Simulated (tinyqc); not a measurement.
Worked calculation: UHF in the sto-6g basis, for OH+, spin multiplicity 3. This run ends on a higher stationary point, not on the lowest solution. One step of it, computed by the program tinyqc.

Problem. Iteration 3: building the Fock matrix. J_ij = sum D_kl (ij|kl) with D = D(alpha) + D(beta), K_ij = sum D_kl (ik|jl) for each spin; F = H + J - K(s); E = tr D H + tr D J / 2 - 0.5 sum_s tr D(s) K(s) + E_nn.

D(alpha) after iteration 2:
```
            1O 1s      1O 2s    1O 2px    1O 2py     1O 2pz      2H 1s
1O 1s    1.056576  -0.244885  0.000000  0.000000  -0.000467   0.004052
1O 2s   -0.244885   1.059953  0.000000  0.000000   0.002061  -0.017394
1O 2px   0.000000   0.000000  1.000000  0.000000   0.000000   0.000000
1O 2py   0.000000   0.000000  0.000000  1.000000   0.000000   0.000000
1O 2pz  -0.000467   0.002061  0.000000  0.000000   1.000396  -0.001850
2H 1s    0.004052  -0.017394  0.000000  0.000000  -0.001850   0.000289
```

D(beta) after iteration 2:
```
            1O 1s      1O 2s    1O 2px    1O 2py     1O 2pz      2H 1s
1O 1s    1.056478  -0.244375  0.000000  0.000000   0.003677   0.001393
1O 2s   -0.244375   1.057348  0.000000  0.000000  -0.015917  -0.005516
1O 2px   0.000000   0.000000  0.955824  0.205486   0.000000   0.000000
1O 2py   0.000000   0.000000  0.205486  0.044176   0.000000   0.000000
1O 2pz   0.003677  -0.015917  0.000000  0.000000   0.000240   0.000083
2H 1s    0.001393  -0.005516  0.000000  0.000000   0.000083   0.000029
```

core Hamiltonian H = T + V (hartree):
```
             1O 1s      1O 2s     1O 2px     1O 2py     1O 2pz      2H 1s
1O 1s   -32.216389  -7.113244   0.000000   0.000000  -0.004373  -0.214571
1O 2s    -7.113244  -8.442984   0.000000   0.000000  -0.052188  -0.637589
1O 2px    0.000000   0.000000  -6.747026   0.000000   0.000000   0.000000
1O 2py    0.000000   0.000000   0.000000  -6.747026   0.000000   0.000000
1O 2pz   -0.004373  -0.052188   0.000000   0.000000  -6.767631  -0.552973
2H 1s    -0.214571  -0.637589   0.000000   0.000000  -0.552973  -2.751164
```

Two-electron integrals (ij|kl) in chemists' order, unique and non-zero (hartree):
```
(11|11) 4.787491   (21|11) 0.675884   (21|21) 0.121505   (22|11) 1.117379
(22|21) 0.249212   (22|22) 0.817383   (31|31) 0.025762   (32|31) 0.039145
(32|32) 0.180664   (33|11) 1.117381   (33|21) 0.249212   (33|22) 0.817382
(33|33) 0.880663   (41|41) 0.025762   (42|41) 0.039145   (42|42) 0.180664
(43|43) 0.047461   (44|11) 1.117381   (44|21) 0.249212   (44|22) 0.817382
(44|33) 0.785741   (44|44) 0.880663   (51|51) 0.025762   (52|51) 0.039145
(52|52) 0.180664   (53|53) 0.047461   (54|54) 0.047461   (55|11) 1.117381
(55|21) 0.249212   (55|22) 0.817382   (55|33) 0.785741   (55|44) 0.785741
(55|55) 0.880663   (61|11) 0.021420   (61|21) 0.003700   (61|22) 0.007454
(61|33) 0.007439   (61|44) 0.007439   (61|51) 0.000183   (61|52) 0.000362
(61|55) 0.007483   (61|61) 0.000115   (62|11) 0.070837   (62|21) 0.016113
(62|22) 0.061068   (62|33) 0.060020   (62|44) 0.060020   (62|51) 0.001276
(62|52) 0.010551   (62|55) 0.063165   (62|61) 0.000496   (62|62) 0.006637
(63|31) 0.001516   (63|32) 0.009350   (63|53) 0.002039   (63|63) 0.000784
(64|41) 0.001516   (64|42) 0.009350   (64|54) 0.002039   (64|64) 0.000784
(65|11) 0.060605   (65|21) 0.013941   (65|22) 0.056047   (65|33) 0.053895
(65|44) 0.053895   (65|51) 0.002388   (65|52) 0.017681   (65|55) 0.060351
(65|61) 0.000442   (65|62) 0.007368   (65|65) 0.008814   (66|11) 0.285004
(66|21) 0.065869   (66|22) 0.284373   (66|33) 0.277970   (66|44) 0.277970
(66|51) 0.004333   (66|52) 0.051011   (66|55) 0.297176   (66|61) 0.002022
(66|62) 0.045691   (66|65) 0.056962   (66|66) 0.774999
```

nuclear repulsion = 2.28216587 hartree

Give: Coulomb J; exchange K(alpha); exchange K(beta); F(alpha); F(beta); total energy of this density.

Solution.

Coulomb J (hartree):
```
          1O 1s    1O 2s  1O 2px  1O 2py   1O 2pz   2H 1s
1O 1s   16.2878   2.8332  0.0000  0.0000  -0.0010  0.0872
1O 2s    2.8332   7.1151  0.0000  0.0000  -0.0053  0.5059
1O 2px   0.0000   0.0000  7.1742  0.0195   0.0000  0.0000
1O 2py   0.0000   0.0000  0.0195  7.0877   0.0000  0.0000
1O 2pz  -0.0010  -0.0053  0.0000  0.0000   7.0834  0.4543
2H 1s    0.0872   0.5059  0.0000  0.0000   0.4543  2.2677
```

exchange K(alpha) (hartree):
```
         1O 1s   1O 2s  1O 2px  1O 2py  1O 2pz   2H 1s
1O 1s   4.9335  0.7922  0.0000  0.0000  0.0000  0.0269
1O 2s   0.7922  1.4127  0.0000  0.0000  0.0007  0.0945
1O 2px  0.0000  0.0000  1.1748  0.0000  0.0000  0.0000
1O 2py  0.0000  0.0000  0.0000  1.1748  0.0000  0.0000
1O 2pz  0.0000  0.0007  0.0000  0.0000  1.1747  0.0740
2H 1s   0.0269  0.0945  0.0000  0.0000  0.0740  0.0158
```

exchange K(beta) (hartree):
```
          1O 1s    1O 2s  1O 2px  1O 2py   1O 2pz   2H 1s
1O 1s    4.8818   0.7139  0.0000  0.0000  -0.0004  0.0230
1O 2s    0.7139   1.0509  0.0000  0.0000  -0.0152  0.0696
1O 2px   0.0000   0.0000  1.0429  0.1712   0.0000  0.0000
1O 2py   0.0000   0.0000  0.1712  0.2833   0.0000  0.0000
1O 2pz  -0.0004  -0.0152  0.0000  0.0000   0.2466  0.0115
2H 1s    0.0230   0.0696  0.0000  0.0000   0.0115  0.0070
```

F(alpha) (hartree):
```
           1O 1s    1O 2s   1O 2px   1O 2py   1O 2pz    2H 1s
1O 1s   -20.8620  -5.0723   0.0000   0.0000  -0.0054  -0.1542
1O 2s    -5.0723  -2.7406   0.0000   0.0000  -0.0581  -0.2262
1O 2px    0.0000   0.0000  -0.7476   0.0195   0.0000   0.0000
1O 2py    0.0000   0.0000   0.0195  -0.8342   0.0000   0.0000
1O 2pz   -0.0054  -0.0581   0.0000   0.0000  -0.8589  -0.1727
2H 1s    -0.1542  -0.2262   0.0000   0.0000  -0.1727  -0.4992
```

F(beta) (hartree):
```
           1O 1s    1O 2s   1O 2px   1O 2py   1O 2pz    2H 1s
1O 1s   -20.8104  -4.9940   0.0000   0.0000  -0.0050  -0.1504
1O 2s    -4.9940  -2.3788   0.0000   0.0000  -0.0423  -0.2013
1O 2px    0.0000   0.0000  -0.6157  -0.1517   0.0000   0.0000
1O 2py    0.0000   0.0000  -0.1517   0.0574   0.0000   0.0000
1O 2pz   -0.0050  -0.0423   0.0000   0.0000   0.0691  -0.1101
2H 1s    -0.1504  -0.2013   0.0000   0.0000  -0.1101  -0.4904
```

total energy of this density = -74.506390 hartree
